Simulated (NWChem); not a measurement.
# SVWN5/6-31+G(d) (spherical functions) run of BOF (fluoro(oxo)borane)

We compute a geometry optimisation of BOF (fluoro(oxo)borane). 

The calculation is run with NWChem 7.3.0.

3 further runs of the same task are left out: 3 set aside as unsound or not needed.

### Step 1. The molecule

The species is BOF (3 atoms), meant as a singlet with charge 0. SMILES: `O=BF`. Geometry: relaxed at PBE0-D4/def2-TZVP. The run starts from this shape.

Bond lengths: O1–B2 1.206 Å, B2–F3 1.282 Å. Angles: O1–B2–F3 180.0°.

### Step 2. A structure relaxation at SVWN5/6-31+G(d) (spherical functions)

bfo.nw reads:

```
start bfo
title "BFO"
memory 2200 mb
charge 0

geometry units angstroms
  O     0.983100   -0.565100    0.479900
  B     0.020300   -0.011600    0.009900
  F    -1.003400    0.576800   -0.489800
end

basis "ao basis" spherical bse
  O library 6-31+G*
  B library 6-31+G*
  F library 6-31+G*
end

dft
  xc slater vwn_5
  grid fine
  convergence energy 1e-08
  iterations 100
  mulliken
  print low
end

driver
  tight
  maxiter 40
end

task dft optimize
task dft frequencies
```

The run is started by

```bash
$ nwchem bfo.nw > bfo.out
```

The log of the run:

```text
[...]
 Group name             C4v
[...]
 d= 0,ls=0.0,diis     1   -198.4146115367 -2.50D+02  4.17D-02  1.37D+00     0.4
[...]
         Total DFT energy =     -198.568851180093
[...]
@    0    -198.56885118  0.0D+00  0.02019  0.00833  0.00000  0.00000      3.8
[...]
         Total DFT energy =     -198.569103595005
[...]
@    1    -198.56911638 -2.7D-04  0.00217  0.00092  0.00786  0.01843      8.0
[...]
@    3    -198.56911906 -8.6D-09  0.00004  0.00001  0.00005  0.00012     13.3
[...]
         Total DFT energy =   -198.569119066878
[...]
@    4    -198.56911907 -2.0D-09  0.00005  0.00002  0.00001  0.00003     16.0
[...]
         Total DFT energy =     -198.569119067210
[...]
         Total DFT energy =   -198.569119067210
                         DFT ENERGY GRADIENTS
    atom               coordinates                        gradient
                 x          y          z           x          y          z
   1 O       0.000000   0.000000   2.460334    0.000000   0.000000   0.000001
   2 B       0.000000   0.000000   0.159379    0.000000   0.000000  -0.000000
   3 F       0.000000   0.000000  -2.276225    0.000000   0.000000  -0.000000
[...]
@    5    -198.56911907 -3.3D-10  0.00000  0.00000  0.00002  0.00003     18.3
[...]
      Optimization converged
[...]
@    5    -198.56911907 -3.3D-10  0.00000  0.00000  0.00002  0.00003     18.3
[...]
 d= 0,ls=0.0,diis     2   -198.5691190745  7.46D-09  2.23D-06  8.52D-08    18.9
         Total DFT energy =     -198.569119074495
      One electron energy =     -376.431530079745
           Coulomb energy =      148.426593351297
    Exchange-Corr. energy =      -21.625090511312
 Nuclear repulsion energy =       51.060908165266
[...]
 Normal Eigenvalue ||           Projected Infra Red Intensities
  Mode   [cm**-1]  || [atomic units] [(debye/angs)**2] [(KM/mol)] [arbitrary]
 ------ ---------- || -------------- ----------------- ---------- -----------
    1       -0.000 ||    0.000034           0.001         0.033       0.006
    2        0.000 ||    0.003364           0.078         3.279       0.607
    3        0.000 ||    0.003364           0.078         3.279       0.607
    4        0.000 ||    0.000034           0.001         0.033       0.006
    5        0.000 ||    0.000000           0.000         0.000       0.000
    6      488.005 ||    0.063215           1.458        61.625      11.406
    7      488.005 ||    0.063215           1.458        61.625      11.406
    8     1005.134 ||    0.017468           0.403        17.029       3.152
    9     2101.461 ||    0.348106           8.031       339.351      62.810
 ----------------------------------------------------------------------------
[...]
```

It took 38 s on 1 thread of Intel Xeon Platinum 8259CL at 2.50GHz (Skylake/Cascade Lake), shared host; peak memory 0.12 GiB.

Steps, from the record of the run:

```
step  energy from the first frame kept (eV)
   0                                 0.0000
   1                                -0.0072
   2                                -0.0073
   3                                -0.0073
   4                                -0.0073
   5                                -0.0073
```

After the run. Bond lengths: O1–B2 1.218 Å, B2–F3 1.289 Å. Angles: O1–B2–F3 180.0°.

### Step 3. Outcome

At SVWN5/6-31+G* (spherical functions):

| quantity | value |
| --- | --- |
| total energy at the end | -198.56912 Eh |
| lowest harmonic wavenumber | 488 cm⁻¹ |
| highest harmonic wavenumber | 2101 cm⁻¹ |
| zero-point energy | 24.4 kJ/mol |
| ideal-gas entropy at 298.15 K (symmetry number 1 as used) | 53.8 cal/(mol K) |

In words: At the final geometry: Bond lengths: O1–B2 1.218 Å, B2–F3 1.289 Å. Angles: O1–B2–F3 180.0°. All 4 modes are real, so the shape is a minimum at this level. The optimisation took 6 steps and changed the energy by -0.007 eV. Mulliken charges run from -0.49 on O1 to +0.79 on B2; in a basis this large or diffuse they mean little.
